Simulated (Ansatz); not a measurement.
System: wurtzite MgTe. Method: G0W0@PBE (Ansatz, a first-principles code, hard PAW, contour deformation).

The same calculation (at the measured cell, 33.000 Å³/atom) with different numerical settings; throughout: k mesh 3×3×2:

```csv
run,response cutoff (eV),empty bands,quasiparticle gap on the mesh (eV),quasiparticle gap at Γ (eV),rough time
1,70,322,3.671,3.671,2 core-min
2,105,592,3.723,3.723,7 core-min
3,140,912,3.751,3.751,20 core-min
4,175,1275,3.767,3.767,40 core-min
5,210,1676,3.778,3.778,2 core-h
6,280,2580,3.792,3.792,3 core-h
```

In the column quasiparticle gap on the mesh (eV) the first row differs from the last by -0.121 and the next to last by -0.014.

The last row is no converged limit: other settings stay fixed.

Spin–orbit coupling is not included.
